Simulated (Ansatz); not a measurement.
Geometry optimisation, RKS B3LYP-D4/6-31G (Ansatz 0.2.0).

The input (input.yaml):

```yaml
crystal:
  periodic: [false, false, false]
  atoms:
    - { symbol: "N", position_ang: [0.3777, -0.7099, 0.9469] }
    - { symbol: C, position_ang: [0.631, -0.4955, -0.4693] }
    - { symbol: F, position_ang: [1.4675, 0.5492, -0.5566] }
    - { symbol: S, position_ang: [-0.7691, -0.1391, -1.4615] }
    - { symbol: S, position_ang: [-1.6041, 1.5594, -0.631] }
    - { symbol: H, position_ang: [1.2253, -0.7035, 1.413] }
    - { symbol: H, position_ang: [-0.0404, 0.2268, 1.2354] }
    - { symbol: H, position_ang: [1.1741, -1.3633, -0.8707] }
    - { symbol: H, position_ang: [-2.3735, 1.0296, 0.3768] }
basis:
  gaussian: { orbitals: "6-31G" }
hamiltonian:
  xc: b3lyp
  dispersion: d4
relax:
  f_tol: 0.015
  max_steps: 40
```

Run as:

```bash
$ ansatz run input.yaml --threads 1 --pin off --max-ram 2048MiB --backend cpu --events-out ev --progress --plain --runs-dir out
```

Where does it end, and by what steps?

The forces met the threshold. Limits of this set-up: no polarisation functions. After 11 steps the energy has fallen by 1.145 eV; F3 moved furthest, 0.51 Å.

| step | energy less start (eV) | largest force component (eV/Å) | accepted |
| --- | --- | --- | --- |
| 0 | 0.0000 | 3.565 | yes |
| 1 | -0.8707 | 1.794 | yes |
| 2 | -1.0029 | 1.194 | yes |
| 3 | -1.0703 | 1.057 | yes |
| 4 | -1.1335 | 0.365 | yes |
| 5 | -1.0192 | 1.690 | no |
| 6 | -1.1404 | 0.089 | yes |
| 7 | -1.1433 | 0.068 | yes |
| 8 | -1.1442 | 0.063 | yes |
| 9 | -1.1438 | 0.171 | no |
| 10 | -1.1447 | 0.021 | yes |
| 11 | -1.1448 | 0.011 | yes |

```xyz
9
Properties=species:S:1:pos:R:3
N 0.464 -0.393 0.901
C 0.757 -0.451 -0.452
F 1.859 0.412 -0.848
S -0.716 0.032 -1.594
S -1.753 1.583 -0.345
H 0.983 -0.982 1.533
H 0.118 0.479 1.276
H 1.022 -1.458 -0.773
H -2.645 0.732 0.285
```

Whether the end is a true minimum wasn't checked by a vibrational analysis.

Time of the run: 83 s on 1 thread of Intel(R) Xeon(R) Processor @ 2.50GHz (Skylake/Cascade Lake), with other jobs on the host, peak memory 0.17 GiB.
